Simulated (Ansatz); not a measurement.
AlNH$_{6}$S, singlet: at the start structure of a reaction step.

Input (in.yaml):

```yaml
crystal:
  periodic: [false, false, false]
  atoms:
    - {symbol: Al, position_ang: [-0.549875, 0.253334, -0.736973]}
    - {symbol: S, position_ang: [1.148032, 1.691552, -0.963481]}
    - {symbol: H, position_ang: [-0.492226, -1.049537, -1.656335]}
    - {symbol: H, position_ang: [-1.934530, 0.954818, -0.372542]}
    - {symbol: H, position_ang: [-0.000216, 0.175551, 1.775776]}
    - {symbol: N, position_ang: [-0.096626, -0.567183, 1.089868]}
    - {symbol: H, position_ang: [1.937554, 0.816124, -1.606801]}
    - {symbol: H, position_ang: [0.791182, -1.057891, 1.048803]}
    - {symbol: H, position_ang: [-0.803395, -1.216668, 1.421685]}
basis:
  gaussian: {orbitals: def2-TZVPP}
hamiltonian: {xc: {name: CAM-B3LYP}, dispersion: d4}
```

Launched with

```bash
ansatz run in.yaml --threads 2 --pin off --events-out ev --progress --plain --max-ram 4352MiB
```

The run's output (Ansatz 0.2.0):

```
Functional definition: CAM-B3LYP
  name "CAM-B3LYP"
  cite "Yanai, Tew & Handy, Chem. Phys. Lett. 393, 51 (2004) doi:10.1016/j.cplett.2004.06.011"
  cite "Iikura, Tsuneda, Yanai & Hirao, J. Chem. Phys. 115, 3540 (2001) doi:10.1063/1.1383587"
  cite "Becke, Phys. Rev. A 38, 3098 (1988) doi:10.1103/PhysRevA.38.3098"
  cite "Lee, Yang & Parr, Phys. Rev. B 37, 785 (1988) doi:10.1103/PhysRevB.37.785"
  cite "Vosko, Wilk & Nusair, Can. J. Phys. 58, 1200 (1980) doi:10.1139/p80-159"
  parameter alpha = 0.19
  parameter beta = 0.46
  parameter omega = 0.33/bohr
  parameter ac = 0.81
  # Exact exchange under (alpha + beta erf(omega r))/r, Becke's under what is left of 1/r.
  exchange = (1 - alpha - beta)*b88_x + beta*b88_x_sr(omega) + alpha*exact_x + beta*exact_x_lr(omega)
  correlation = (1 - ac)*vwn5_c + ac*lyp_c
1093 factors; their error is unknown
282 factors; integrals over basis functions are off by at most 1.3e-5 eV
mean field evaluation 1: about -19018.9806 eV, gradient 4.7e1 eV
mean field evaluation 2: about -19018.9783 eV, gradient 4.7e1 eV
mean field evaluation 4: about -19023.1003 eV, gradient 1.5e0 eV
mean field evaluation 8: about -19023.1179 eV, gradient 2.2e-1 eV
mean field -19023.11799382 eV, -699.0866919405 hartree, gradient 5.4e-5 eV, S^2 0.000000; 0 other end points of the search recorded, 0 dependent functions left out
reference -19023.11812747 eV, -699.0866968519 hartree; 21, 21 occupied and 178, 178 virtual orbitals, 1093 factors
Total energy: -19023.25584027 eV, -699.0917577039 hartree
```

The lines “mean field evaluation” count trial sets of orbitals through the whole run, from several starts and some on an approximate energy, so they need not fall steadily or lie above the final value.

Hardware: 2 CPU threads of an Arm Neoverse V1, shared host. Wall time about 3 s.
